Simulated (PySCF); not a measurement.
## SiF(OH): from structure and modes to constants

These are results of PBE0 in PySCF with Si def2-TZVP, F def2-TZVP, O def2-TZVP, H def2-TZVP; no relativity; density-fitted integrals, not measurements.

The singlet minimum has Cs symmetry. Masses (u): Si 27.97693, F 18.99840, O 15.99492, H 1.00782.

```xyz
4
charge 0 multiplicity 1, angstrom
Si    0.0678   -0.2487   -0.5365
F     1.1205    0.2086    0.6069
O    -1.3619    0.1526    0.1530
H    -1.3830    0.5531    1.0286
```

Harmonic wavenumbers (cm⁻¹): 321.3 (a', ×1), 497.9 (a'', ×1), 737.2 (a', ×1), 835.5 (a', ×1), 904.3 (a', ×1), 3850.2 (a', ×1).

(1) Find the principal moments of inertia and the rotational constants. What kind of rotor is it?

(2) Give the standard entropy (298.15 K, 1 bar) by its translational, rotational, vibrational and spin parts, and Cp.

Results:

(1) About the centre of mass I = 18.444, 56.86, 75.305 u Å². With B = 16.8576/I this gives 0.914, 0.2965, 0.2239 cm⁻¹. The molecule is an asymmetric top with κ = -0.79.

(2) Sackur–Tetrode with M = 63.98 u gives 160.7; rotation with symmetry number 1 gives 95.4; vibration 10.7; spin R ln 1 = 0.0. The total is 266.8 J/(mol K), and Cp = 4 R + 19.8 = 53.1 J/(mol K).

This need not be the most stable arrangement of these atoms.
